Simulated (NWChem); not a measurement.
Species: Cl cation, triplet

Results from NWChem. Pople sets run with spherical d functions. Spin-unrestricted. The open p shell is one determinant without spherical averaging. No stability test was run on the SCF state.

For level PBE0/3-21G:

| Quantity | Result |
|---|---|
| lowest empty minus highest occupied level, either spin (eV) | 3.34 |

Question: Estimate the same quantities for level PBE0/6-31G*.

Answer: 
| Quantity | Result |
|---|---|
| lowest empty minus highest occupied level, either spin (eV) | 3.51 |
